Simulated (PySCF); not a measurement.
Potential energy curve for SMILES [F][Al]([F])[F]. The Al1–F4 bond (Al1 also carries F, F; F4 carries nothing else) is varied alone, starting from the PBE0/def2-TZVP optimised geometry. Each curve is given relative to its own lowest point near equilibrium.

```tsv
R / Å	A	B	C	D
1.31	420.9	382.5	394.0	350.1
1.39	225.0	193.3	206.9	165.9
1.46	115.1	92.6	102.3	71.9
1.52	57.1	40.3	48.4	26.4
1.58	22.1	11.0	16.8	4.6
1.63	6.3	0.0	3.5	0.0
1.70	0.0	0.0	0.0	8.9
1.72	0.9	2.7	1.6	14.0
1.79	11.5	18.9	14.0	38.6
1.88	37.7	51.7	41.3	81.5
2.01	90.9	112.9	93.7	156.0
2.22	193.3	225.1	188.1	285.9
2.41	287.1	326.0	267.5	377.4
2.66	394.6	446.5	348.4	423.0
2.93	474.5	556.0	402.3	440.0
3.24	522.5	656.0	433.2	446.8
3.54	542.8	731.9	446.1	449.6
3.98	553.2	816.6	452.6	449.8
4.43	556.1	879.7	454.4	451.4
4.86	556.9	923.5	454.8	452.6
5.71	557.2	978.6	454.9	453.3
```

Energies in kJ/mol.

Task: Match the curves with the methods CASSCF(2,2)/6-31G (PySCF); PySCF 2.14.0 with SC-NEVPT2 on CASSCF(2,2)/6-31G, all electrons correlated; RHF/6-31G (PySCF); unrestricted Hartree-Fock/3-21G run with PySCF.

Result: A is NEVPT2; B is RHF; C is CASSCF(2,2); D is UHF/3-21G.

The restricted form behind RHF keeps the bonding electrons paired and can't separate into open-shell fragments. The unrestricted determinant behind UHF/3-21G is spin-contaminated at 2.41 to 5.71 Å (<S²> up to 1.0, against 0.00 for a pure singlet).
